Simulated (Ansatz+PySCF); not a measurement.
# singlet SH(-): levels of theory in one basis

```xyz
2

S     0.0000    0.0000   -0.0736
H     0.0000    0.0000    1.1776
```

Basis set: def2-SVP (spherical functions). Frozen core: 5 orbitals. Charge -1, multiplicity 1.

Computed with Ansatz (development build ahead of 0.2.0); each method stands on the lowest determinant of its kind that the runs found. NEVPT2 correlates all electrons. Active spaces start from the frontier orbitals, and the lowest solution found is given.

```csv
method,E − E(RHF) (eV),<S²> of the determinant
RHF,0.00,0.00
RHF-MP2,-3.59,–
RHF-CCSD,-4.06,–
"CASSCF(8,5)",-0.39,–
"SC-NEVPT2(8,5)",-3.55,–
```

(1) What does RHF-CCSD(T) give on the same scale?

(2) Is a single determinant a sound starting point here?

Results:

(1) -4.13 eV.

(2) By this sign, yes. Unrestricted orbitals gain 0.00 eV and <S²> is 0.00 against 0.00 for a pure state. The CASSCF(8,5) natural occupations are 2.00, 2.00, 2.00, 1.98, 0.02.

Caution: no diffuse functions for an anion.
